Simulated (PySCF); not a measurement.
Ionisation energy of Be by level of theory

Be [He] 2s2 (1S) → Be⁺ [He] 2s1 (2S), as a difference of total energies. All numbers are calculated (PySCF 2.14, no relativity, point nucleus, in aug-cc-pVQZ (6s5p4d3f2g, 80 functions)). Correlated levels: valence: 1s2 frozen. The calculations carry no spin-orbit coupling.

```csv
method,ionisation energy (eV)
UHF,8.043
LDA,9.025
PBE,8.998
PBE0,8.973
r2SCAN,8.793
BLYP,8.976
CAM-B3LYP,9.108
M06-2X,9.044
MP2 (valence),8.847
```

Estimate what SCS-MP2 (valence) gives.

9.008 eV, closest to PBE among the rows shown.

Estimate what BHandHLYP gives.

8.962 eV, closest to PBE0 among the rows shown.

Errors of the correlated levels include the incompleteness of this basis and the frozen core.

MP2 underrates the near-degeneracy of ns² with np² in the lower species.

For comparison: 9.323 eV (measured; NIST Atomic Spectra Database, ionization energies).
